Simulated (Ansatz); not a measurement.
# SiH3+ (triplet): one geometry, many settings at distance Si1–H3 = 3.184 Å

Aim: run SiH3+ (triplet) at one geometry under a spread of methods and options, and see what each costs and gives.

Method: the settings change from run to run; program: Ansatz 0.2.0, Gaussian basis.

15 further runs of the same task are left out: 11 that didn't finish, 4 set aside as unsound or not needed.

## Step 1: The system

The geometry derives from a PBE0/def2-TZVP stationary point (not a proven minimum). One bond is set to the value named and the two fragments are kept rigid.

4 atoms, charge 1, spin multiplicity 3.

Atoms are counted from 1 here; the program's logs count them from 0.

Bond lengths: Si1–H2 1.492 Å, Si1–H4 1.694 Å. Angles: H2–Si1–H4 105.3°.

## Step 2: BCCD(T) on UHF/cc-pVDZ

Contents of in.yaml:

```yaml
crystal:
  periodic: [false, false, false]
  atoms:
    - {symbol: Si, position_ang: [-0.012520, 0.078975, -0.123939]}
    - {symbol: H, position_ang: [-0.012520, -1.214172, -0.868671]}
    - {symbol: H, position_ang: [0.813211, -0.667985, 2.859025]}
    - {symbol: H, position_ang: [-0.451841, -0.318437, 1.463115]}
basis:
  gaussian: {orbitals: cc-pVDZ, point_charges: [{charge: -1.00, position_ang: [4.204, 0.466, 0.382]}]}
total_charge: 1
magnetization: {spin_polarized: true, initial_magnetization: 2}
correlation: {method: bccd_t, electrons: all, diis_vectors: 1}
scf: {lower_state_search: off}
output: {forces: true}
```

Run with:

```
ansatz run in.yaml --threads 1 --pin off --events-out ev --progress --plain --max-ram 2393MiB
```

Log (excerpt; [...] marks lines left out):

```text
Functional definition: HF
  name "HF"
  cite "Fock, Z. Phys. 61, 126 (1930) doi:10.1007/BF01340294"
  parent pbe
[...]
316 factors; integrals over basis functions are off by at most 1.2e-3 eV
[...]
mean field -7900.39270799 eV, -290.3340769401 hartree, gradient 9.4e-7 eV, S^2 2.009231; 0 other end points of the search recorded, 0 dependent functions left out
reference -7900.39270799 eV, -290.3340769401 hartree; 9, 7 occupied and 24, 26 virtual orbitals, 316 factors
second order -1.90368965 eV of doubles, -0.00000000 eV of singles
cycle   1  -2.31431203 eV  change   -4.1e-1 eV  update   5.4e-2
[...]
cycle  22  -2.51305142 eV  change   -6.2e-7 eV  update   2.1e-6
perturbative correction -0.05426930 eV, -0.0019943601 hartree
[...]
Total energy: -7902.96002871 eV, -290.4284242363 hartree
Atom 0 at    -0.012520     0.078975    -0.123939 Å, force     0.033771    -0.950304     2.479500 eV/Å
Atom 1 at    -0.012520    -1.214172    -0.868671 Å, force     0.162527     0.120463    -0.491353 eV/Å
Atom 2 at     0.813211    -0.667985     2.859025 Å, force     0.168550    -0.045200     0.238982 eV/Å
Atom 3 at    -0.451841    -0.318437     1.463115 Å, force     0.511611     0.973165    -2.135739 eV/Å
Dipole moment:     0.108464     0.096721    -0.150565 e Å
Checks for a lower state left out: starts, cluster_reference, orbital_swaps, neighbouring_geometries, increment
```

Run time: 3.7 s. Hardware: 1 thread of AMD EPYC 7B13, shared host.

From the report: ⟨S²⟩ of the determinant 2.009 (pure triplet: 2.00); correlation -2.5673 eV; largest double amplitude 0.05.

## Step 3: CASSCF(4,3)/cc-pVDZ

Contents of in.yaml:

```yaml
crystal:
  periodic: [false, false, false]
  atoms:
    - {symbol: Si, position_ang: [-0.012520, 0.078975, -0.123939]}
    - {symbol: H, position_ang: [-0.012520, -1.214172, -0.868671]}
    - {symbol: H, position_ang: [0.813211, -0.667985, 2.859025]}
    - {symbol: H, position_ang: [-0.451841, -0.318437, 1.463115]}
basis:
  gaussian: {orbitals: cc-pVDZ}
total_charge: 1
magnetization: {spin_polarized: false, initial_magnetization: 2}
correlation: {active_space: {window: {electrons: 4, orbitals: 3}}}
output: {forces: true}
```

Same command.

Log (excerpt; [...] marks lines left out):

```text
Functional definition: HF
  name "HF"
  cite "Fock, Z. Phys. 61, 126 (1930) doi:10.1007/BF01340294"
  parent pbe
[...]
316 factors; integrals over basis functions are off by at most 1.2e-3 eV
[...]
mean field -7896.82923166 eV, -290.2031216004 hartree, gradient 5.5e-6 eV, S^2 2.000000; 0 other end points of the search recorded, 0 dependent functions left out
reference -7896.82923166 eV, -290.2031216004 hartree; 9, 7 occupied and 24, 26 virtual orbitals, 316 factors
state -7896.82923166 eV, -290.2031216004 hartree
[...]
Total energy: -7896.82923166 eV, -290.2031216004 hartree
Atom 0 at    -0.012520     0.078975    -0.123939 Å, force    -0.959293    -1.631251     2.781702 eV/Å
Atom 1 at    -0.012520    -1.214172    -0.868671 Å, force     0.165175     0.471778    -0.436553 eV/Å
Atom 2 at     0.813211    -0.667985     2.859025 Å, force     0.223274    -0.077348     0.330969 eV/Å
Atom 3 at    -0.451841    -0.318437     1.463115 Å, force     0.570844     1.236821    -2.676118 eV/Å
Dipole moment:    -0.019454     0.106129    -0.171744 e Å
```

It took 0.42 s on 1 thread of AMD EPYC 7B13, shared host.

From the report: 9 determinants; active occupations 2.00, 1.00, 1.00. With so small a space the active step adds no correlation: the energy is the mean field's.

## Step 4: MP2 on UHF/cc-pVDZ

Contents of in.yaml:

```yaml
crystal:
  periodic: [false, false, false]
  atoms:
    - {symbol: Si, position_ang: [-0.012520, 0.078975, -0.123939]}
    - {symbol: H, position_ang: [-0.012520, -1.214172, -0.868671]}
    - {symbol: H, position_ang: [0.813211, -0.667985, 2.859025]}
    - {symbol: H, position_ang: [-0.451841, -0.318437, 1.463115]}
basis:
  gaussian: {orbitals: cc-pVDZ, point_charges: [{charge: 1.00, position_ang: [4.856, 0.963, 0.916]}]}
total_charge: 1
magnetization: {spin_polarized: true, initial_magnetization: 2}
correlation: {method: mp2, electrons: all}
```

The command is unchanged.

Log:

```text
Functional definition: HF
  name "HF"
  cite "Fock, Z. Phys. 61, 126 (1930) doi:10.1007/BF01340294"
  parent pbe
  exchange = exact_x
  correlation = 0
316 factors; integrals over basis functions are off by at most 1.2e-3 eV
mean field evaluation 1: about -7892.4989 eV, gradient 7.4e0 eV
mean field evaluation 2: about -7892.5004 eV, gradient 7.4e0 eV
mean field evaluation 4: about -7893.9842 eV, gradient 1.1e0 eV
mean field evaluation 8: about -7894.0425 eV, gradient 1.5e-1 eV
mean field -7894.04438213 eV, -290.1007802678 hartree, gradient 9.9e-6 eV, S^2 2.011777; 0 other end points of the search recorded, 0 dependent functions left out
reference -7894.04438213 eV, -290.1007802678 hartree; 9, 7 occupied and 24, 26 virtual orbitals, 316 factors
second order -1.91969439 eV of doubles, -0.00000000 eV of singles
Total energy: -7895.96407652 eV, -290.1713277355 hartree
```

Run time: 0.18 s. Hardware: 1 thread of AMD EPYC 7B13, shared host.

From the report: ⟨S²⟩ of the determinant 2.012 (pure triplet: 2.00).

## Step 5: BCCD(T)/aug-cc-pVDZ

Edit in.yaml of step 4 so:

```diff
@@ -8,5 +8,7 @@
 basis:
-  gaussian: {orbitals: cc-pVDZ, point_charges: [{charge: 1.00, position_ang: [4.856, 0.963, 0.916]}]}
+  gaussian: {orbitals: aug-cc-pVDZ}
 total_charge: 1
 magnetization: {spin_polarized: true, initial_magnetization: 2}
-correlation: {method: mp2, electrons: all}
+hamiltonian: {xc: {name: r2SCAN}}
+correlation: {method: bccd_t, electrons: outside_noble_gas}
+output: {forces: true}
```

The command is unchanged.

Log (excerpt; [...] marks lines left out):

```text
Functional definition: r2SCAN
  name "r2SCAN"
  cite "Furness, Kaplan, Ning, Perdew & Sun, J. Phys. Chem. Lett. 11, 8208 (2020) doi:10.1021/acs.jpclett.0c02405"
  cite "Furness, Kaplan, Ning, Perdew & Sun, J. Phys. Chem. Lett. 11, 9248 (2020) doi:10.1021/acs.jpclett.0c03077"
  parent r2scan
[...]
529 factors; integrals over basis functions are off by at most 8.9e-4 eV
[...]
mean field -7911.30777466 eV, -290.7351982416 hartree, gradient 9.7e-6 eV, S^2 2.009516; 1 other end points of the search recorded, 0 dependent functions left out
5 core orbitals not correlated: weight in the atoms' cores, before any rotation towards them, 1.000 or more for the frozen orbitals, at most 0.000 for the correlated occupied ones
reference -7896.52924302 eV, -290.1920972212 hartree; 4, 2 occupied and 45, 47 virtual orbitals, 529 factors
second order -2.01124474 eV of doubles, -0.23368283 eV of singles
cycle   1  -2.66733367 eV  change   -4.2e-1 eV  update   5.7e-2
[...]
cycle  16  -2.85371551 eV  change   -7.4e-7 eV  update   1.1e-6
perturbative correction -0.05619498 eV, -0.0020651274 hartree
[...]
Total energy: -7899.43915351 eV, -290.2990344593 hartree
Atom 0 at    -0.012520     0.078975    -0.123939 Å, force    -0.704016    -0.967840     2.354260 eV/Å
Atom 1 at    -0.012520    -1.214172    -0.868671 Å, force     0.132688     0.043926    -0.572663 eV/Å
Atom 2 at     0.813211    -0.667985     2.859025 Å, force     0.152399    -0.036373     0.188097 eV/Å
Atom 3 at    -0.451841    -0.318437     1.463115 Å, force     0.418928     0.960287    -1.969694 eV/Å
Dipole moment:    -0.024885     0.061964    -0.111839 e Å
```

Wall time 8.5 s (1 thread of AMD EPYC 7B13, shared host); peak memory 0.29 GiB.

From the report: ⟨S²⟩ of the determinant 2.010 (pure triplet: 2.00); correlation -2.9099 eV; largest double amplitude 0.05.

## Step 6: CCSDT/cc-pVDZ

Edit in.yaml of step 5 so:

```diff
@@ -8,7 +8,8 @@
 basis:
-  gaussian: {orbitals: aug-cc-pVDZ}
+  gaussian: {orbitals: cc-pVDZ}
 total_charge: 1
 magnetization: {spin_polarized: true, initial_magnetization: 2}
-hamiltonian: {xc: {name: r2SCAN}}
-correlation: {method: bccd_t, electrons: outside_noble_gas}
+hamiltonian: {xc: {name: PBE0}}
+correlation: {method: ccsdt, electrons: valence}
+scf: {lower_state_search: off}
 output: {forces: true}
```

Same command.

Log (excerpt; [...] marks lines left out):

```text
Functional definition: PBE0
  name "PBE0"
  cite "Adamo & Barone, J. Chem. Phys. 110, 6158 (1999) doi:10.1063/1.478522"
  cite "Perdew, Burke & Ernzerhof, Phys. Rev. Lett. 77, 3865 (1996) doi:10.1103/PhysRevLett.77.3865"
  parent pbe
[...]
605 factors; integrals over basis functions are off by at most 1.7e-7 eV
[...]
mean field -7908.66744221 eV, -290.6381678139 hartree, gradient 3.8e-6 eV, S^2 2.005043; 0 other end points of the search recorded, 0 dependent functions left out
5 core orbitals not correlated: weight in the atoms' cores, before any rotation towards them, 1.000 or more for the frozen orbitals, at most 0.000 for the correlated occupied ones
reference -7896.60915301 eV, -290.1950338591 hartree; 4, 2 occupied and 24, 26 virtual orbitals, 605 factors
second order -1.89838353 eV of doubles, -0.15698542 eV of singles
cycle   1  -2.44007709 eV  change   -3.9e-1 eV  update   5.5e-2
[...]
cycle  20  -2.69272131 eV  change   -4.1e-7 eV  update   5.8e-7
[...]
Total energy: -7899.30187432 eV, -290.2939895422 hartree
Atom 0 at    -0.012520     0.078975    -0.123939 Å, force    -0.727586    -1.000451     2.369246 eV/Å
Atom 1 at    -0.012520    -1.214172    -0.868671 Å, force     0.132545     0.069781    -0.556131 eV/Å
Atom 2 at     0.813211    -0.667985     2.859025 Å, force     0.159153    -0.043196     0.214438 eV/Å
Atom 3 at    -0.451841    -0.318437     1.463115 Å, force     0.435888     0.973866    -2.027553 eV/Å
Dipole moment:    -0.029411     0.067126    -0.143891 e Å
Checks for a lower state left out: starts, cluster_reference, orbital_swaps, neighbouring_geometries, increment
```

Run time: 11 s. Hardware: 1 thread of AMD EPYC 7B13, shared host.

From the report: ⟨S²⟩ of the determinant 2.005 (pure triplet: 2.00); correlation -2.6927 eV; T1 0.035; largest double amplitude 0.06. The orbitals are Kohn-Sham ones, so correlation energy and T1 don't compare with those on Hartree-Fock orbitals.

## Step 7: The runs in one table

Where basis and cores are those of an earlier FCI/cc-pVDZ run (-7899.3357 eV), and the state is the same kind, the miss against it is given.

```csv
level,correlated,functions,energy (eV),from FCI (meV),time
BCCD(T) on UHF/cc-pVDZ (beside a point charge),all,33,-7902.9600,,3.7 s
"CASSCF(4,3)/cc-pVDZ",,33,-7896.8292,2506.4,0.42 s
MP2 on UHF/cc-pVDZ (beside a point charge),all,33,-7895.9641,,0.18 s
BCCD(T)/aug-cc-pVDZ (on r2SCAN orbitals),outside noble gas,54,-7899.4392,,8.5 s
CCSDT/cc-pVDZ (on PBE0 orbitals),valence,33,-7899.3019,33.8,11 s
```

## Step 8: Summary of results

| quantity | value |
| --- | --- |
| runs | 5 |
| quickest | MP2 on UHF/cc-pVDZ (beside a point charge), 0.18 s |
| slowest | CCSDT/cc-pVDZ (on PBE0 orbitals), 11 s |

**Reading.** Total energies in different bases, with other cores or another treatment of relativity can't be set against each other. CCSDT/cc-pVDZ (on PBE0 orbitals) took 61 times as long as MP2 on UHF/cc-pVDZ (beside a point charge); the jobs differ in more than the method. Hartree-Fock, CASSCF and CASCI lack dynamic correlation by design. Cores frozen from Kohn-Sham orbitals shift the total energy.
